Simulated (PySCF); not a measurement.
# Name the molecule from its bond curve

A diatomic of charge 0 contains S (the partner may be the same element). Its triplet curve at UHF in a double-zeta basis (no relativity, PySCF), in eV from the separated fragments:

(R (Å), E (eV)): (1.643, -0.249), (1.720, -1.217), (1.796, -1.715), (1.854, -1.862), (1.911, -1.866), (1.968, -1.759), (2.045, -1.493), (2.140, -1.028), (2.255, -0.361), (2.408, 0.601)

The fit gives ωe = 804 cm⁻¹ and the rotational constant Bₑ = 0.2974 cm⁻¹.

**Question.** Which atom is the partner?

**Answer.** The minimum lies at 1.883 Å, so the reduced mass is 16.8576 u Å² cm⁻¹/(Bₑ·Re²) = 15.99 u. With S at 31.97 u the partner weighs about 32.0 u: S. The molecule is S2.

The state was picked by a PBE0 search and need not be the measured ground state.
